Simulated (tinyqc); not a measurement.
Inside a calculation. Method: extended Hueckel theory, for CH2. One step of it, computed by the program tinyqc.

Problem. Orbitals. Solve H C = S C e through S^(-1/2); fill by pairs from the bottom, a degenerate level sharing its electrons equally; each orbital has its largest coefficient positive (the first on a tie).

H (eV), lower triangle:
```
             1C 2s      1C 2px      1C 2py      1C 2pz       2H 1s       3H 1s
1C 2s   -21.400000
1C 2px    0.000000  -11.400000
1C 2py    0.000000    0.000000  -11.400000
1C 2pz    0.000000    0.000000    0.000000  -11.400000
2H 1s   -12.642929    0.000000   -7.972420   -4.072867  -13.600000
3H 1s   -12.642929    0.000000    7.972420   -4.072867   -2.008364  -13.600000
```

overlap S, lower triangle:
```
           1C 2s    1C 2px     1C 2py    1C 2pz     2H 1s     3H 1s
1C 2s   1.000000
1C 2px  0.000000  1.000000
1C 2py  0.000000  0.000000   1.000000
1C 2pz  0.000000  0.000000   0.000000  1.000000
2H 1s   0.466571  0.000000   0.423020  0.216108  1.000000
3H 1s   0.466571  0.000000  -0.423020  0.216108  0.098449  1.000000
```

valence electrons = 6

Give: orbital energies; occupations; coefficients; sum of one-electron energies.

Solution.

orbital energies (eV): -22.4511  -14.7877  -11.9493  -11.4000  -0.6251  3.5766

occupations: 2.0000  2.0000  2.0000  0.0000  0.0000  0.0000

coefficients:
```
            MO1      MO2      MO3     MO4      MO5      MO6
1C 2s    0.7967   0.0000  -0.2500  0.0000   0.0000   1.0330
1C 2px   0.0000   0.0000   0.0000  1.0000   0.0000   0.0000
1C 2py   0.0000   0.4754   0.0000  0.0000   1.1968   0.0000
1C 2pz  -0.0272   0.0000   0.9072  0.0000   0.0000   0.5833
2H 1s    0.1931   0.4690   0.1672  0.0000  -0.8365  -0.9014
3H 1s    0.1931  -0.4690   0.1672  0.0000   0.8365  -0.9014
```

sum of one-electron energies = -98.3762 eV
